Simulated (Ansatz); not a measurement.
# C₄H₇ClO: up Jacob's ladder to CCSD(T)

Aim: compute C₄H₇ClO with functionals from several rungs and with coupled cluster. The yardstick is the atomisation energy at the CCSD(T) limit.

Method: functionals in def2-TZVPP, the program's frozen cores in correlated methods; program: Ansatz 0.2.0, Gaussian basis.

Plan: LDA (SPW92), PBE-D4, revPBE-D4, BLYP-D4, r2SCAN-D4, B97M-V, PBE0-D4, B3LYP-D4, r2SCANh-D4, r2SCAN0-D4, HSE06-D4, BHLYP-D4, CAM-B3LYP-D4, LC-ωPBE, ωB97X-V, ωB97M-V, B2PLYP, PBE-QIDH; CCSD(T)/def2-SVP; CCSD(T)/def2-TZVPP; MP2/def2-QZVPP; extrapolation to the limit; RPA on PBE.

## (1) The relaxed structure

All runs share one geometry, relaxed beforehand with PBE0-D4 in a triple-zeta def2 set.

SMILES `C=COCCCl`, 13 atoms, charge 0, spin multiplicity 1.

Atoms are counted from 1 here; the program's logs count them from 0.

Bond lengths: C1–C2 1.324 Å, C1–H7 1.080 Å, C1–H8 1.083 Å, C2–O3 1.352 Å, C2–H9 1.088 Å, O3–C4 1.412 Å, C4–C5 1.508 Å, C4–H10 1.096 Å, C4–H11 1.096 Å, C5–Cl6 1.776 Å, C5–H12 1.089 Å, C5–H13 1.089 Å. Angles: C2–C1–H7 119.5°, C2–C1–H8 121.5°, H7–C1–H8 118.9°, C1–C2–O3 122.6°, C1–C2–H9 122.1°, O3–C2–H9 115.3°, C2–O3–C4 115.3°, O3–C4–C5 106.7°, O3–C4–H10 110.8°, O3–C4–H11 110.8°, C5–C4–H10 110.1°, C5–C4–H11 110.1°, H10–C4–H11 108.4°, C4–C5–Cl6 109.6°, C4–C5–H12 111.0°, C4–C5–H13 111.0°, Cl6–C5–H12 107.9°, Cl6–C5–H13 107.9° and more.

## (2) LDA

This LDA is Slater exchange with PW92 correlation.

in.yaml reads:

```yaml
crystal:
  periodic: [false, false, false]
  atoms:
    - {symbol: C, position_ang: [-1.579149, -1.934518, 0.980629]}
    - {symbol: C, position_ang: [-0.767341, -1.300780, 0.147849]}
    - {symbol: O, position_ang: [-0.274627, -0.068371, 0.407469]}
    - {symbol: C, position_ang: [0.582614, 0.460370, -0.581771]}
    - {symbol: C, position_ang: [1.008760, 1.825241, -0.102056]}
    - {symbol: Cl, position_ang: [2.095934, 2.563454, -1.296493]}
    - {symbol: H, position_ang: [-1.944254, -2.918067, 0.722735]}
    - {symbol: H, position_ang: [-1.888436, -1.490130, 1.918101]}
    - {symbol: H, position_ang: [-0.450935, -1.739433, -0.796726]}
    - {symbol: H, position_ang: [0.061711, 0.544705, -1.542783]}
    - {symbol: H, position_ang: [1.460613, -0.181710, -0.718915]}
    - {symbol: H, position_ang: [1.545984, 1.756894, 0.842538]}
    - {symbol: H, position_ang: [0.149116, 2.482363, 0.019412]}
basis:
  gaussian: {orbitals: def2-TZVPP}
hamiltonian: {xc: lda}
output: {orbitals: {seedname: orbitals}}
```

Launch:

```sh
$ ansatz run in.yaml --threads 2 --pin off --events-out ev --progress --plain --max-ram 32768MiB --backend cuda --devices 0, --max-vram 18GiB
```

The runs that follow: PBE-D4 (GGA); revPBE-D4 (GGA); BLYP-D4 (GGA); r2SCAN-D4 (meta-GGA); B97M-V (meta-GGA); B3LYP-D4 (hybrid); r2SCANh-D4 (hybrid); r2SCAN0-D4 (hybrid); HSE06-D4 (hybrid); BHLYP-D4 (hybrid); CAM-B3LYP-D4 (range-separated); LC-ωPBE (range-separated); ωB97X-V (range-separated); ωB97M-V (range-separated); B2PLYP (double hybrid); PBE-QIDH (double hybrid); CCSD(T) in def2-SVP; CCSD(T) in def2-TZVPP; MP2 in def2-QZVPP; RPA on PBE orbitals.

**Question.** What will the summary of the whole plan be? Wanted: atomisation energy, CCSD(T)/CBS; farthest beyond LDA; mean size of error, GGA; mean size of error, meta-GGA; mean size of error, hybrid; mean size of error, range-separated; mean size of error, double hybrid; gap, smallest and largest; T1 diagnostic.

The runs gave:

| quantity | value |
| --- | --- |
| atomisation energy, CCSD(T)/CBS | 5125.3 kJ/mol |
| functionals within 25.6 kJ/mol (0.5 %) | revPBE-D4, BLYP-D4, r2SCAN-D4, B97M-V, B3LYP-D4, r2SCANh-D4, CAM-B3LYP-D4, LC-ωPBE, ωB97X-V, ωB97M-V, PBE-QIDH |
| farthest beyond LDA | BHLYP-D4 (-163.4 kJ/mol) |
| mean size of error, GGA | 56.3 kJ/mol |
| mean size of error, meta-GGA | 18.5 kJ/mol |
| mean size of error, hybrid | 54.9 kJ/mol |
| mean size of error, range-separated | 14.1 kJ/mol |
| mean size of error, double hybrid | 28.0 kJ/mol |
| gap, smallest and largest | 4.95 eV (LDA (SPW92)), 12.24 eV (LC-ωPBE) |
| T1 diagnostic | 0.0112 |
| triples share of the correlation energy | 4.1 % |

LDA overbinds by 813.5 kJ/mol (16 %). PBE-D4 misses by +152.4 kJ/mol. Double hybrids carry the basis error of their MP2 part in triple zeta, and no dispersion term here, so their miss is partly the set-up's. The rungs range-separated, meta-GGA miss on average by less than the doubt on the reference (25.6 kJ/mol), so they tie. Misses under about 25.6 kJ/mol are within the doubt on the reference itself, which lacks core-valence correlation, relativity and higher excitations. Hartree-Fock recovers 73 % of the binding; the rest is correlation. CCSD(T) in def2-SVP is off by -232.1 kJ/mol, more than most functionals: a good method in a small basis is no reference. Orbital gaps span 5.0 to 12.2 eV; exact exchange widens them.
